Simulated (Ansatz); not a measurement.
## Ansatz (development build ahead of 0.2.0) run

```yaml
crystal:
  periodic: [false, false, false]
  atoms:
    - { symbol: H, position_ang: [-0.00767, -0.00977, -1.52359] }
    - { symbol: C, position_ang: [-0.002, -0.08879, -0.48795] }
    - { symbol: C, position_ang: [0.01602, 0.03802, 0.83062] }
basis:
  gaussian: { orbitals: cc-pVDZ }
magnetization:
  spin_polarized: true
  initial_magnetization: 1
hamiltonian:
  xc: hf
correlation:
  method: mp2
  frozen_orbitals: { C: 1, H: 0 }
```

The input is written out in the form of the current development build from the run's settings.

The run gave:

| Quantity | Value |
| --- | --- |
| Converged | yes |
| Reference energy | -76.14452 hartree |
| Correlation energy | -0.17556 hartree |
| Total energy | -76.32009 hartree |
| Spin squared of the determinant | 1.597 |

Caution: bonds are stretched, where a single reference can fail; the unrestricted determinant is a mixture of spin states.
